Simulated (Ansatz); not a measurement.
Barrier height from C2H5 (SMILES [CH2]C) to the transition structure C2H5, without zero-point energy, on the benchmark's geometries as Psi4's copy of the set gives them.
Transition structure (charge 0, multiplicity 2):
```xyz
7

C     -0.56788     0.00005    -0.21896
C      0.75114    -0.00004     0.04193
H     -1.49388    -0.00049     1.53177
H     -1.10169     0.92065    -0.40863
H     -1.10202    -0.92023    -0.40911
H      1.29913    -0.92234     0.17376
H      1.29890     0.92232     0.17436
```
Reactant (charge 0, multiplicity 2):
```xyz
7

C     -0.259    -0.817     0.000
C     -0.251     0.674     0.000
H      0.759    -1.226     0.000
H     -0.759    -1.214     0.883
H     -0.759    -1.214    -0.883
H     -0.170     1.226    -0.924
H     -0.170     1.226     0.924
```

Open shells are unrestricted; no spin–orbit coupling.

Frozen-core correlation.

The values were computed with Ansatz (Gaussian basis) for Hartree–Fock, density functionals and correlated methods. 

Q: Estimate the barrier height that B3LYP/def2-TZVPPD returns for this input.

A: 41.8 kcal/mol

Q: Predict the barrier height from BLYP/def2-TZVPPD.

A: 38.2 kcal/mol

Q: Estimate the barrier height that B2PLYP/def2-TZVPPD returns for this input.

A: 42.6 kcal/mol

Ansatz is a program for electronic structure.
